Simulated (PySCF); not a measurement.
Geometry:
```json
{"atom": "C1", "x (Å)": "0.095", "y (Å)": "2.721", "z (Å)": "0.029"}
{"atom": "N2", "x (Å)": "-0.060", "y (Å)": "1.582", "z (Å)": "-0.158"}
{"atom": "C3", "x (Å)": "-0.228", "y (Å)": "0.181", "z (Å)": "-0.350"}
{"atom": "C4", "x (Å)": "-0.964", "y (Å)": "-0.418", "z (Å)": "0.839"}
{"atom": "C5", "x (Å)": "1.125", "y (Å)": "-0.472", "z (Å)": "-0.588"}
{"atom": "H6", "x (Å)": "-0.844", "y (Å)": "0.063", "z (Å)": "-1.247"}
{"atom": "H7", "x (Å)": "-0.366", "y (Å)": "-0.315", "z (Å)": "1.746"}
{"atom": "H8", "x (Å)": "-1.146", "y (Å)": "-1.479", "z (Å)": "0.661"}
{"atom": "H9", "x (Å)": "-1.921", "y (Å)": "0.080", "z (Å)": "0.996"}
{"atom": "H10", "x (Å)": "1.626", "y (Å)": "-0.027", "z (Å)": "-1.448"}
{"atom": "H11", "x (Å)": "1.764", "y (Å)": "-0.348", "z (Å)": "0.288"}
{"atom": "H12", "x (Å)": "0.990", "y (Å)": "-1.539", "z (Å)": "-0.774"}
```

Geometry: PBE0-D3(BJ)/def2-TZVP; GIAO shifts from PySCF 2.14, gas phase, non-relativistic, averaged over equivalent atoms.

At PBE0/pcSseg-2 (278 basis functions, 60 s wall time on 1 thread of an Arm Neoverse N1, shared host):
| atoms | δ (ppm) |
| --- | --- |
| C1 | 179.8 |
| C3 | 47.8 |
| C4/C5 | 26.4 |
| N2 | 209.9 |
| H6 | 3.62 |
| H7/H8/H9/H10/H11/H12 | 1.28 |

δ = σ(ref) − σ, references computed at the same level: ¹³C (σref 186.03) and ¹H (σref 31.52) vs TMS; ¹⁵N (σref 263.78) against NH3.

Q: Estimate the result of repeating the calculation with KT3/pcSseg-2.

A: 
| atoms | δ at KT3/pcSseg-2 | change |
| --- | --- | --- |
| C1 | 158.9 | -20.9 |
| C3 | 49.3 | +1.5 |
| C4/C5 | 26.5 | +0.1 |
| N2 | 195.7 | -14.2 |
| H6 | 3.81 | +0.19 |
| H7/H8/H9/H10/H11/H12 | 1.30 | +0.02 |

δ = σ(ref) − σ, references computed at the same level: ¹³C (σref 183.24), ¹H (σref 31.63) against TMS; NH3 for ¹⁵N (σref 261.05).

The largest change is at C1 (isocyanide carbon). Cost: 278 basis functions, 69 s wall time on 1 thread of an Arm Neoverse N1, shared host. The order of the carbon signals is the same at both levels.

Experimental scales use liquid or dissolved standards, which lie at an offset from isolated NH3 (liquid NH3: subtract about 20 ppm). Unscaled 15N shifts of sp2 nitrogen come out 20 to 40 ppm too high even then.
